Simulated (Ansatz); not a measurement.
The reference is Mo in the bcc (W type) structure (space group Im-3m, No. 229; a = 3.1297 Å).

All numbers come from PBEsol in Ansatz (plane waves to 420 eV, PAW, spin-orbit coupling left out), earlier PAW set.

Now apply this change: every Mo is replaced by W; the structure is relaxed again.

Measured lattice parameter a: Mo 3.141 Å (static lattice; corrected from measurement; as listed in Daniel Mejia-Rodriguez, S. B. Trickey, Phys. Rev. B (2018)); W 3.16 Å (static lattice; corrected from measurement; as listed in Daniel Mejia-Rodriguez, S. B. Trickey, Phys. Rev. B (2018)).

Question: How well does PBEsol reproduce the measured shift?

Answer: With PBEsol the lattice parameter a moves by +0.025 Å (3.130 → 3.154) against +0.019 Å measured.

Stability against distortions was not tested. All final runs are without spin polarisation.

Ansatz is a first-principles code.
